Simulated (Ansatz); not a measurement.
# BH₂O (doublet): from Hartree-Fock to the top rungs at distance O2–H4 = 1.038 Å, cc-pVDZ

An exercise on one series of results from a longer session: the logs are not shown, and one member is left open.

Program: Ansatz 0.2.0, Gaussian basis. Level of theory: cc-pVDZ, core rule «outside noble gas», up to 2 orbitals frozen. These are calculated values, not measurements.

Plan: UHF; CCSD(T) on ROHF; CCSD(T) on UHF; BCCD(T) on ROHF; CISD; CCSDT(Q) on ROHF; CCSDT(Q) on UHF; CASSCF and MRCISD+Q, 3 electrons in 3 orbitals; CASSCF and NEVPT2, 3 electrons in 3 orbitals.

39 further runs of the same task are left out: 12 for a known fault of the program, 3 for a mislabelled method, 19 that didn't finish, 5 set aside as unsound or not needed.

### The system

The geometry derives from a PBE0/def2-TZVP stationary point (not a proven minimum). One bond is set to the value named and the two fragments are kept rigid.

4 atoms, charge 0, spin multiplicity 2.

Atoms are counted from 1 here; the program's logs count them from 0.

Bond lengths: B1–O2 1.333 Å, B1–H3 1.201 Å, O2–H4 1.038 Å. Angles: O2–B1–H3 121.0°, B1–O2–H4 114.7°.

Set-up of the first run:

File in.yaml:

```yaml
crystal:
  periodic: [false, false, false]
  atoms:
    - {symbol: B, position_ang: [0.000000, -0.236458, 0.743356]}
    - {symbol: O, position_ang: [0.000000, 0.162702, -0.528532]}
    - {symbol: H, position_ang: [0.000000, 0.560943, 1.641003]}
    - {symbol: H, position_ang: [0.000000, -0.607375, -1.224538]}
basis:
  gaussian: {orbitals: cc-pVDZ}
magnetization: {spin_polarized: true, initial_magnetization: 1}
hamiltonian: {xc: hf}
output: {orbitals: {seedname: orbitals}}
```

The run is started by

```sh
ansatz run in.yaml --threads 1 --pin off --events-out ev --progress --plain --max-ram 2393MiB
```

Among the steps run: UHF; CCSD(T) on ROHF; CCSD(T) on UHF; BCCD(T) on ROHF; CISD; CCSDT(Q) on ROHF; CCSDT(Q) on UHF; CASSCF and MRCISD+Q, 3 electrons in 3 orbitals; CASSCF and NEVPT2, 3 electrons in 3 orbitals.

One table of the session follows, with a row left open; its other results are not shown here.

```
       method  from UCCSDT(Q) (meV)
         ROHF               +7720.4
          UHF               +7686.0
         RMP2                +686.0
         UMP2                +680.3
         CISD                +690.1
        RCCSD                +215.5
        UCCSD                +215.2
     RCCSD(T)                 +34.2
     UCCSD(T)                 +34.1
      BCCD(T)                     ?
       RCCSDT                 +19.0
       UCCSDT                 +18.9
    RCCSDT(Q)                  +2.4
    UCCSDT(Q)                     0
  CASSCF pair               +7088.0
  NEVPT2 pair                +694.7
  MRCISD pair                +604.3
MRCISD+Q pair                +103.0
```

**Question.** Estimate the row for BCCD(T).

The run gave: from UCCSDT(Q) (meV): +33.3. In the column «from UCCSDT(Q) (meV)» it lies between RCCSDT (+19.0) and UCCSD(T) (+34.1).

Caveats from the session: Restricted and unrestricted rows rest on different reference determinants; where their highest levels disagree by more than a few hundredths of an eV, they describe different states and don't form one ladder.
